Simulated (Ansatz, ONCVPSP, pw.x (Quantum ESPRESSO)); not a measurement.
pw.x on diamond Si: one setting changed

Potential: optimised norm-conserving Vanderbilt (ONCV), ONCVPSP 4.0.1.1 (patched build), PBE; core [Ne], reference 3s1 3p3; waves: 3s: rc 1.70 bohr, ncon 3, nbas 6, qcut 4 1/bohr, 2 projectors, debl 2.7 Ha; 3p: rc 1.72 bohr, ncon 5, nbas 9, qcut 4.4 1/bohr, 2 projectors, debl 0.9 Ha; d scattering state at 0.1 Ha: rc 2.05 bohr, ncon 3, nbas 7, qcut 5.1 1/bohr, 3 projectors, debl 1.4 Ha; local part: polynomial inside 1.25 bohr (lpopt 5, dvloc0 -1 Ha); core correction: Teter function fitted to the true core (icmod 2), fcfact 0.2.

The reference run (k-mesh 8³, cutoffs 60/240 Ry, Fermi–Dirac 0.01 Ry, mixing_beta 0.4, conv_thr 1e-9, no spin) gives -0.30 GPa at 20.463 Å³/atom, where all-electron LAPW gives -0.05 GPa. This run, with its own iteration cap, changes k-mesh points per axis to 2.

```
&control
  calculation='scf', prefix='x', pseudo_dir='./', outdir='./tmp', tstress=.true., disk_io='none'
/
&system
  ibrav=0, nat=2, ntyp=1, ecutwfc=60, ecutrho=240, nbnd=11,
  occupations='smearing', smearing='fd', degauss=0.01
/
&electrons
  conv_thr=1e-09, mixing_beta=0.4, electron_maxstep=60
/
ATOMIC_SPECIES
Si 1.0 Si.UPF
CELL_PARAMETERS angstrom
  0.00000000 2.73520428 2.73520428
  2.73520428 0.00000000 2.73520428
  2.73520428 2.73520428 0.00000000
ATOMIC_POSITIONS crystal
Si 0.0000 0.0000 0.0000
Si 0.2500 0.2500 0.2500
K_POINTS automatic
2 2 2 0 0 0
```

```bash
pw.x < Si.scf.in > Si.scf.out
```

Question: How does the run end?

Answer: It converges in 8 iterations; the free energy moves by +1.24 eV/atom and the pressure by +6.65 GPa.

```
Message from routine setup:
     using ibrav=0 with symmetry is DISCOURAGED, use correct ibrav instead
     lattice parameter (alat)  =       7.3098  a.u.
     unit-cell volume          =     276.1823 (a.u.)^3
     number of electrons       =         8.00
     number of Kohn-Sham states=           11
     kinetic-energy cutoff     =      60.0000  Ry
     charge density cutoff     =     240.0000  Ry
     scf convergence threshold =      1.0E-09
     Exchange-correlation= PBE
     number of k points=     3  Fermi-Dirac smearing, width (Ry)=  0.0100
     iteration #  1     ecut=    60.00 Ry     beta= 0.40
     total energy              =     -17.93415099 Ry
     estimated scf accuracy    <       0.16461051 Ry
     iteration #  2     ecut=    60.00 Ry     beta= 0.40
     total energy              =     -17.92453627 Ry
     estimated scf accuracy    <       0.04342350 Ry
     iteration #  3     ecut=    60.00 Ry     beta= 0.40
     total energy              =     -17.92810545 Ry
     estimated scf accuracy    <       0.00042449 Ry
     iteration #  4     ecut=    60.00 Ry     beta= 0.40
     c_bands:  1 eigenvalues not converged
     total energy              =     -17.92823820 Ry
     estimated scf accuracy    <       0.00020933 Ry
     iteration #  5     ecut=    60.00 Ry     beta= 0.40
     total energy              =     -17.92825461 Ry
     estimated scf accuracy    <       0.00000154 Ry
     iteration #  6     ecut=    60.00 Ry     beta= 0.40
     total energy              =     -17.92825404 Ry
     estimated scf accuracy    <       0.00000293 Ry
     iteration #  7     ecut=    60.00 Ry     beta= 0.40
     total energy              =     -17.92825425 Ry
     estimated scf accuracy    <       0.00000001 Ry
     iteration #  8     ecut=    60.00 Ry     beta= 0.40
     the Fermi energy is     6.5137 ev
!    total energy              =     -17.92825426 Ry
     estimated scf accuracy    <          1.1E-10 Ry
     smearing contrib. (-TS)   =      -0.00592049 Ry
     The total energy is F=E-TS. E is the sum of the following terms:
     one-electron contribution =       4.93233570 Ry
     hartree contribution      =       1.25684784 Ry
     xc contribution           =      -7.43666323 Ry
     ewald contribution        =     -16.67485408 Ry
     convergence has been achieved in   8 iterations
          total   stress  (Ry/bohr**3)                   (kbar)     P=       63.50
     Message from routine punch:
     Nothing written, as per user request (disk_io='none')
```

The run took about 3 s on one core of a shared host (Neoverse-N1, 64 threads, 124 GiB, load 52).
